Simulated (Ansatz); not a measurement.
# BFH4S: the cost of one run

All numbers below are computed with Ansatz 0.2.0 (RKS B3LYP/def2-SVP).

## (1) Starting point

Bond lengths: B1–H3 1.190 Å, B1–F4 1.320 Å, B1–S5 2.190 Å, S5–H6 1.400 Å, S5–H7 1.549 Å. Angles: H3–B1–F4 120.0°, H3–B1–S5 97.0°, F4–B1–S5 101.2°, B1–S5–H6 109.5°, B1–S5–H7 57.4°, H6–S5–H7 144.6°.

Structure file:

```xyz
7

B     0.0000    0.0000    0.0000
H     0.0000    0.0000    1.5400
H     1.0305    0.0000   -0.5950
F    -1.1431    0.0000   -0.6600
S     0.0915   -2.0763    0.6906
H    -0.6660   -2.8867   -0.1635
H     0.0385   -0.8742    1.6662
```

## (2) A restrained relaxation towards end A

Springs on the bonds that form and break draw the guess towards this end; the thresholds are loose.

Input file input.yaml:

```yaml
crystal:
  periodic: [false, false, false]
  atoms:
    - { symbol: B, position_ang: [0.0, 0.0, 0.0] }
    - { symbol: H, position_ang: [0.0, 0.0, 1.54] }
    - { symbol: H, position_ang: [1.0305, 0.0, -0.595] }
    - { symbol: F, position_ang: [-1.1431, 0.0, -0.66] }
    - { symbol: S, position_ang: [0.0915, -2.0763, 0.6906] }
    - { symbol: H, position_ang: [-0.666, -2.8867, -0.1635] }
    - { symbol: H, position_ang: [0.0385, -0.8742, 1.6662] }
basis:
  gaussian: { orbitals: def2-SVP }
hamiltonian:
  xc: b3lyp
relax:
  f_tol: 0.15
  max_steps: 25
  restrain:
    - { distance: [0, 4], at: 3.09, k: 30.0 }
    - { distance: [6, 1], at: 1.86, k: 30.0 }
    - { distance: [0, 1], at: 1.19, k: 30.0 }
    - { distance: [6, 4], at: 1.4, k: 30.0 }
```

Run with:

```
ansatz run input.yaml --threads 1 --pin off --max-ram 2048MiB --backend cpu --events-out ev --progress --plain --runs-dir out
```

**Question.** How long does this run take on 1 thread of Intel Xeon Platinum 8259CL at 2.50GHz (Skylake/Cascade Lake), shared host, and how much memory does it need?

About 26 s, with a peak of 0.15 GiB.
